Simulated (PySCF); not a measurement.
# Worked example for ethanol: proton affinity at atom O3

Structure: `CCO` (C2H6O). Numbering: `[CH3:1][CH2:2][OH:3]`

Energies: ωB97X-D3(BJ)/def2-TZVP (PySCF, density fitting, integration grid level 2) on PBE0-D3(BJ)/def2-SVP structures. ωB97X-D3(BJ) is ωB97X-V with D3(BJ) in place of VV10. Zero-point and thermal terms (298.15 K, 1 bar) come from unscaled PBE0-D3(BJ)/def2-SVP harmonic frequencies, with soft modes damped to free rotors in the entropy.

Step: `CC[OH2+]` → `CCO` + H⁺.

```tsv
species	charge	multiplicity	E / Eh
CC[OH2+]	1	1	-155.472190
CCO	0	1	-155.162798
```

Thermal terms, products less reactant: Δ(H − E) = -27.32 kJ/mol, Δ(G − E) = -57.54 kJ/mol (the bare proton has no electronic energy, H = 5/2 RT). 1 Eh = 2625.50 kJ/mol.

**Question.** What are ΔE, ΔH and ΔG of this step?

**Answer.** ΔE = 0.309392 Eh = 812.31 kJ/mol; ΔH = 785.0 kJ/mol; ΔG = 754.8 kJ/mol, all in the gas phase at 298.15 K and 1 bar. The digits show the arithmetic; the method itself can be off by 10 kJ/mol or more.
